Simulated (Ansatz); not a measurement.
**C2H2FN: up Jacob's ladder to CCSD(T)**

How much do the methods differ for C2H2FN? The plan is to run it at one geometry with functionals of several rungs and with coupled cluster, and see how far each lands from CCSD(T) at the basis-set limit for the atomisation energy.

Computed with Ansatz 0.2.0, Gaussian basis. Level: functionals in def2-TZVPP, the program's frozen cores in correlated methods.

The runs, in order: LDA (SPW92), PBE-D4, revPBE-D4, BLYP-D4, r2SCAN-D4, B97M-V, PBE0-D4, B3LYP-D4, r2SCANh-D4, r2SCAN0-D4, HSE06-D4, BHLYP-D4, CAM-B3LYP-D4, LC-ωPBE, ωB97X-V, ωB97M-V, B2PLYP, PBE-QIDH; CCSD(T)/def2-SVP; CCSD(T)/def2-TZVPP; MP2/def2-QZVPP; extrapolation to the limit; RPA on PBE.

## (1) Structure used throughout

The geometry comes from an earlier relaxation with PBE0-D4 in a triple-zeta def2 set; it is a stationary point.

6 atoms, charge 0, spin multiplicity 1.

Atoms are counted from 1 here; the program's logs count them from 0.

Bond lengths: N1–C2 1.221 Å, N1–H5 1.021 Å, C2–C3 1.309 Å, C3–F4 1.345 Å, C3–H6 1.080 Å. Angles: C2–N1–H5 114.9°, N1–C2–C3 173.4°, C2–C3–F4 121.4°, C2–C3–H6 123.1°, F4–C3–H6 115.6°.

## (2) LDA

This LDA is Slater exchange with PW92 correlation.

File in.yaml:

```yaml
crystal:
  periodic: [false, false, false]
  atoms:
    - {symbol: N, position_ang: [-0.137800, 1.303271, -0.925240]}
    - {symbol: C, position_ang: [0.006262, 0.329240, -0.202964]}
    - {symbol: C, position_ang: [0.257533, -0.630870, 0.650612]}
    - {symbol: F, position_ang: [1.008472, -1.692798, 0.308191]}
    - {symbol: H, position_ang: [-0.957250, 1.269610, -1.533695]}
    - {symbol: H, position_ang: [-0.135116, -0.642452, 1.656896]}
basis:
  gaussian: {orbitals: def2-TZVPP}
hamiltonian: {xc: lda}
output: {orbitals: {seedname: orbitals}}
```

Command:

```
> ansatz run in.yaml --threads 2 --pin off --events-out ev --progress --plain --max-ram 4352MiB
```

After this run come: PBE-D4 (GGA); revPBE-D4 (GGA); BLYP-D4 (GGA); r2SCAN-D4 (meta-GGA); B97M-V (meta-GGA); PBE0-D4 (hybrid); B3LYP-D4 (hybrid); r2SCANh-D4 (hybrid); r2SCAN0-D4 (hybrid); HSE06-D4 (hybrid); BHLYP-D4 (hybrid); CAM-B3LYP-D4 (range-separated); LC-ωPBE (range-separated); ωB97X-V (range-separated); ωB97M-V (range-separated); B2PLYP (double hybrid); PBE-QIDH (double hybrid); CCSD(T) in def2-SVP; CCSD(T) in def2-TZVPP; MP2 in def2-QZVPP; RPA on PBE orbitals.

Before running them: what should the planned runs give, taken together? Wanted: atomisation energy, CCSD(T)/CBS; farthest beyond LDA; mean size of error, GGA; mean size of error, meta-GGA; mean size of error, hybrid; mean size of error, range-separated; mean size of error, double hybrid; gap, smallest and largest; T1 diagnostic.

The runs gave:

| quantity | value |
| --- | --- |
| atomisation energy, CCSD(T)/CBS | 25.246 eV |
| functionals within 0.126 eV (0.5 %) | r2SCANh-D4, B2PLYP |
| farthest beyond LDA | PBE-D4 (+1.665 eV) |
| mean size of error, GGA | 1.067 eV |
| mean size of error, meta-GGA | 0.264 eV |
| mean size of error, hybrid | 0.540 eV |
| mean size of error, range-separated | 0.273 eV |
| mean size of error, double hybrid | 0.075 eV |
| gap, smallest and largest | 3.13 eV (LDA (SPW92)), 10.80 eV (LC-ωPBE) |
| T1 diagnostic | 0.0144 |
| triples share of the correlation energy | 4.2 % |

In words: LDA overbinds by 5.284 eV (21 %). PBE-D4 misses by +1.665 eV. Double hybrids carry the basis error of their MP2 part in triple zeta, and no dispersion term here, so their miss is partly the set-up's. By mean error the best rung here is double hybrid (0.075 eV) and the worst beyond LDA is GGA (1.067 eV). Misses under about 0.126 eV are within the doubt on the reference itself, which lacks core-valence correlation, relativity and higher excitations. Hartree-Fock recovers 65 % of the binding; the rest is correlation. CCSD(T) in def2-SVP is off by -1.438 eV, so the small basis spoils what the method gains. The gap grows from 3.1 to 10.8 eV across the functionals, mostly with the share of exact exchange.
